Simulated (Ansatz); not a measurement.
**UHSE06/STO-3G run of BH2F− (SMILES [BH2-]F)**

Aim: the energy change on altering one bond length of BH2F− at UHSE06/STO-3G, from 2 runs. 

The calculation is run with Ansatz 0.2.0.

1 further run of the same task is left out (it didn't finish).

## Step 1: The molecule

BH2F− has 4 atoms, charge -1, and is taken as a doublet. As SMILES, `[BH2-]F`. Geometry: relaxed at GFN2-xTB.

Bond lengths: B1–F2 1.499 Å, B1–H3 1.242 Å, B1–H4 1.242 Å. Angles: F2–B1–H3 108.4°, F2–B1–H4 108.4°, H3–B1–H4 113.0°.

## Step 2: A single-point energy at UHSE06/STO-3G

Input file in.yaml:

```yaml
crystal:
  periodic: [false, false, false]
  atoms:
    - {symbol: B, position_ang: [-0.086340, 0.304430, 0.102380]}
    - {symbol: F, position_ang: [1.031910, -0.468820, 0.732960]}
    - {symbol: H, position_ang: [-1.140340, -0.333670, 0.256190]}
    - {symbol: H, position_ang: [0.194760, 0.498060, -1.091520]}
basis:
  gaussian:
    orbitals: STO-3G
total_charge: -1
magnetization:
  spin_polarized: true
  initial_magnetization: 1
hamiltonian:
  xc: hse06
accuracy: high
```

On the command line:

```
ansatz run in.yaml --threads 1 --pin off --max-ram 2610MiB --events-out events.jsonl --progress --plain --runs-dir runs
```

The log of the run:

```text
Warning: RAYON_NUM_THREADS=1 ignored (pool sized by the plan → 1); use --threads N
Functional definition: HSE06
  name "HSE06"
  parameter a = 0.25
  parameter omega = 0.11/bohr
  exchange = pbe_x - a*pbe_x_sr(omega) + a*exact_x_sr(omega)
  correlation = pbe_c
188 factors; integrals over basis functions are off by at most 3.7e-8 eV
41 factors; integrals over basis functions are off by at most 5.4e-10 eV
mean field evaluation 1: about -3358.1819 eV, gradient 3.9e1 eV
mean field evaluation 2: about -3364.1624 eV, gradient 2.2e1 eV
mean field evaluation 4: about -3369.1811 eV, gradient 8.2e-1 eV
mean field evaluation 8: about -3369.1634 eV, gradient 7.7e-3 eV
mean field evaluation 16: about -3369.1634 eV, gradient 1.3e-7 eV
mean field -3369.16339917 eV, -123.8144712186 hartree, gradient 2.1e-8 eV, S^2 0.751497; 0 other end points of the search recorded, 0 dependent functions left out
reference -3369.16340054 eV, -123.8144712689 hartree; 9, 8 occupied and 3, 4 virtual orbitals, 188 factors
Total energy: -3369.16340054 eV, -123.8144712689 hartree
```

Run time: 1.1 s. Hardware: 1 thread of AMD EPYC 7R43 (Zen 3), shared host; peak memory 0.12 GiB.

## Step 3: The distorted shape, same level

Input file in.yaml:

```yaml
basis:
  gaussian:
    orbitals: STO-3G
crystal:
  periodic: [false, false, false]
  atoms:
    - {symbol: B, position_ang: [-0.156622, 0.256018, 0.400884]}
    - {symbol: F, position_ang: [0.961628, -0.517232, 1.031464]}
    - {symbol: H, position_ang: [-1.210622, -0.382082, 0.554694]}
    - {symbol: H, position_ang: [0.194760, 0.498060, -1.091520]}
total_charge: -1
magnetization:
  spin_polarized: true
  initial_magnetization: 1
hamiltonian:
  xc: hse06
accuracy: high
```

On the command line:

```
ansatz run in.yaml --threads 1 --pin off --max-ram 2610MiB --events-out events.jsonl --progress --plain --runs-dir runs
```

The log of the run:

```text
Warning: RAYON_NUM_THREADS=1 ignored (pool sized by the plan → 1); use --threads N
Functional definition: HSE06
  name "HSE06"
  parameter a = 0.25
  parameter omega = 0.11/bohr
  exchange = pbe_x - a*pbe_x_sr(omega) + a*exact_x_sr(omega)
  correlation = pbe_c
187 factors; integrals over basis functions are off by at most 4.0e-8 eV
42 factors; integrals over basis functions are off by at most 6.8e-10 eV
mean field evaluation 1: about -3353.1712 eV, gradient 4.7e1 eV
mean field evaluation 2: about -3361.8039 eV, gradient 2.4e1 eV
mean field evaluation 4: about -3368.2806 eV, gradient 1.3e0 eV
mean field evaluation 8: about -3368.2600 eV, gradient 1.5e-2 eV
mean field evaluation 16: about -3368.2600 eV, gradient 2.3e-7 eV
mean field -3368.26002156 eV, -123.7812727035 hartree, gradient 5.2e-8 eV, S^2 0.751491; 0 other end points of the search recorded, 0 dependent functions left out
reference -3368.26002296 eV, -123.7812727552 hartree; 9, 8 occupied and 3, 4 virtual orbitals, 187 factors
Total energy: -3368.26002296 eV, -123.7812727552 hartree
```

Wall time 1.1 s (1 thread of AMD EPYC 7R43 (Zen 3), shared host); peak memory 0.12 GiB.

## Step 4: Outcome

At UHSE06/STO-3G:

| quantity | value |
| --- | --- |
| first shape: total energy | -123.81447 Eh |
| first shape: ⟨S²⟩ | 0.751 |
| distorted shape: total energy | -123.78127 Eh |
| distorted shape: ⟨S²⟩ | 0.751 |
| energy change with the B1–H4 bond stretched from 1.242 to 1.552 Å | 0.903 eV |

What this shows: With the B1–H4 bond stretched from 1.242 to 1.552 Å the energy rises by 0.90 eV (20.8 kcal/mol). The first shape isn't relaxed at this level, so the change isn't measured from a minimum. The minimal basis adds a large error of its own.
